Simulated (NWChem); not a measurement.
All runs are NWChem calculations. System: hydroxide (HO (-1)), charge -1, spin multiplicity 1, at a geometry optimised with PBE0/def2-SVP. Level: CCSD(T)/def2-TZVPD, 1 core orbitals frozen.

The NWChem input:

```
start mol
memory heap 100 mb stack 700 mb global 1900 mb
charge -1
geometry units angstroms nocenter noautoz
  O      0.000000     0.000000     0.108959
  H      0.000000     0.000000    -0.871672
  symmetry group C2v
end
basis spherical
  * library def2-tzvpd
end
scf
  rhf
  nopen 0
  maxiter 100
  thresh 1e-7
  semidirect memsize 60000000 filesize 0
end
tce
  freeze core 1
  ccsd(t)
  2eorb
  2emet 13
  thresh 1e-6
  maxiter 100
  tilesize 24
end
task tce energy
```

Output (cleaned and shortened):

```
             Northwest Computational Chemistry Package (NWChem) 7.3.0
             --------------------------------------------------------

                                NWChem Input Module
                                -------------------

 Scaling coordinates for geometry "geometry" by  1.889725989
 (inverse scale =  0.529177249)

 Turning off AUTOSYM since
 SYMMETRY directive was detected!

                             Geometry "geometry" -> ""
                             -------------------------

 Output coordinates in angstroms (scale by  1.889725989 to convert to a.u.)

  No.       Tag          Charge          X              Y              Z
 ---- ---------------- ---------- -------------- -------------- --------------
    1 O                    8.0000     0.00000000     0.00000000     0.10895900
    2 H                    1.0000     0.00000000     0.00000000    -0.87167200

 Effective nuclear repulsion energy (a.u.)       4.3170346359

            Nuclear Dipole moment (a.u.)
            ----------------------------
        X                 Y               Z
 ---------------- ---------------- ----------------
     0.0000000000     0.0000000000     0.0000000000

      Symmetry information
      --------------------

 Group name             C2v
 Group number             16
 Group order               4
 No. of unique centers     2

      Symmetry unique atoms

     1    2


 Summary of "ao basis" -> "" (spherical)
 ------------------------------------------------------------------------------
       Tag                 Description            Shells   Functions and Types
 ---------------- ------------------------------  ------  ---------------------
 *                         def2-tzvpd                 on all atoms

 Summary of "ao basis" -> "ao basis" (spherical)
 ------------------------------------------------------------------------------
       Tag                 Description            Shells   Functions and Types
 ---------------- ------------------------------  ------  ---------------------
 O                         def2-tzvpd               14       40   6s4p3d1f
[...]
      Beta frozen virtuals :     0
         Spin multiplicity : singlet
    Number of AO functions :    49
       Number of AO shells :    19
        Use of symmetry is : on
      Symmetry adaption is : on
         Schwarz screening : 0.10D-09

          Correlation Information
          -----------------------
          Calculation type : Coupled-cluster singles & doubles w/ perturbation
   Perturbative correction : (T)
            Max iterations :      100
        Residual threshold : 0.10D-05
     T(0) DIIS level shift : 0.00D+00
     L(0) DIIS level shift : 0.00D+00
     T(1) DIIS level shift : 0.00D+00
     L(1) DIIS level shift : 0.00D+00
     T(R) DIIS level shift : 0.00D+00
     T(I) DIIS level shift : 0.00D+00
   CC-T/L Amplitude update :  5-th order DIIS
                I/O scheme : Global Array Library
        L-threshold :  0.10D-05
        EOM-threshold :  0.10D-05
 no EOMCCSD initial starts read in
 TCE RESTART OPTIONS
 SLICE:      F
 D4D5:       F
 quantumc:   F
 qrotation:  F
 pwtce:      F
 qducc:      F
 nacto:                         0
 nrotv:                         0
 nrot:                          0

            Memory Information
            ------------------
          Available GA space size is     249034399 doubles
          Available MA space size is     104854356 doubles

 Maximum block size supplied by input
 Maximum block size        24 doubles

 tile_dim =     20

 -------------------------------------------------

 Global array virtual files algorithm will be used

 Parallel file system coherency ......... OK

 4-electron integrals stored in orbital form

 v2    file size   =           477988
 4-index algorithm nr.  13 is used
 imaxsize =       30
 imaxsize ichop =        0


CCSD iterations
 ---------------------------------------------------------
 Iter          Residuum       Correlation     Cpu    Wall
 ---------------------------------------------------------
    1   0.1442420227916  -0.2811743075751     0.3     0.3
    2   0.0361503069140  -0.2703068098551     0.2     0.2
    3   0.0130853527251  -0.2774038046333     0.2     0.2
    4   0.0077716260180  -0.2764634255829     0.2     0.2
    5   0.0036490841424  -0.2775024380228     0.2     0.2
    6   0.0010892767302  -0.2774518673914     0.2     0.2
    7   0.0005734689076  -0.2774259513940     0.2     0.2
    8   0.0002497595088  -0.2774451481975     0.2     0.2
    9   0.0002039251691  -0.2774402772417     0.2     0.2
   10   0.0000866439701  -0.2774513502948     0.2     0.2
   11   0.0000258770138  -0.2774548682188     0.2     0.2
   12   0.0000126186449  -0.2774531001587     0.2     0.2
   13   0.0000061192284  -0.2774540384933     0.2     0.2
   14   0.0000043137235  -0.2774535788029     0.2     0.2
   15   0.0000019946044  -0.2774538796112     0.2     0.2
   16   0.0000007219743  -0.2774538061860     0.2     0.2
 -----------------------------------------------------------------
 Iterations converged
 CCSD correlation energy / hartree =        -0.277453806186016
 CCSD total energy / hartree       =       -75.690536327008417

 Singles contributions

 Doubles contributions
 CCSD(T)
 Using plain CCSD(T) code
             total no. of tasks          230
 total no. of tasks / no. procs          230
                         wl_min          128           2.2
                         wl_max        64000           6.3
        thresh for no. of tasks          230

 CCSD[T]  correction energy / hartree =        -0.013066668870631
 CCSD[T] correlation energy / hartree =        -0.290520475056648
 CCSD[T] total energy / hartree       =       -75.703602995879052
 CCSD(T)  correction energy / hartree =        -0.011624778406702
 CCSD(T) correlation energy / hartree =        -0.289078584592718
 CCSD(T) total energy / hartree       =       -75.702161105415115

 Task  times  cpu:        8.0s     wall:        8.0s

 Total times  cpu:        8.0s     wall:        8.0s
```
